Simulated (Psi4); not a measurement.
Psi4 input (wB97X-D/6-31G*):

```
memory 1500 MB

molecule {
0 2
O    -0.04634422   -0.67304699    0.09092762
C    -0.05291725    0.73251557   -0.05466044
C     1.23300486   -1.23469327   -0.09432707
C    -1.42383591    1.25019667    0.11613972
H     0.63445594    1.19531475    0.67585883
H     0.34897909    1.00381637   -1.05108243
H     1.13647199   -2.31162275    0.03325639
H     1.62175563   -1.02638518   -1.09994825
H     1.95143697   -0.85026382    0.64168156
H    -2.26251947    0.57073731    0.09343214
H    -1.59733654    2.31466541    0.17646751
symmetry c1
no_reorient
no_com
}

set {
  basis 6-31G*
  reference uks
  scf_type pk
  dft_radial_points 99
  dft_spherical_points 590
  e_convergence 1e-8
  d_convergence 1e-7
  maxiter 150
}

e = energy('wb97x-d')
print_out(f'\nFINAL {e:.10f} DIPOLE {variable("CURRENT DIPOLE")[0]:.6f} {variable("CURRENT DIPOLE")[1]:.6f} {variable("CURRENT DIPOLE")[2]:.6f}\n')
```

From the last part of the output:

```
  HONO-1 :   16  A 1.9987366
  HONO-0 :   17  A 1.0000000
  LUNO+0 :   18  A 0.0012634
  LUNO+1 :   19  A 0.0003329
  LUNO+2 :   20  A 0.0002921
  LUNO+3 :   21  A 0.0002571

Computation Completed

Properties will be evaluated at   0.000000,   0.000000,   0.000000 [a0]

Properties computed using the SCF density matrix

 Multipole Moments:

 ------------------------------------------------------------------------------------
     Multipole            Electronic (a.u.)      Nuclear  (a.u.)        Total (a.u.)
 ------------------------------------------------------------------------------------

 L = 1.  Multiply by 2.5417464519 to convert [e a0] to [Debye]
 Dipole X            :          0.4490912            0.0000001            0.4490913
 Dipole Y            :          0.2471064           -0.0000000            0.2471064
 Dipole Z            :         -0.1412760           -0.0000001           -0.1412760
 Magnitude           :                                                    0.5316987

 ------------------------------------------------------------------------------------

FINAL -193.6036201280 DIPOLE 0.449091 0.247106 -0.141276

*** Psi4 exiting successfully. Buy a developer a beer!
```
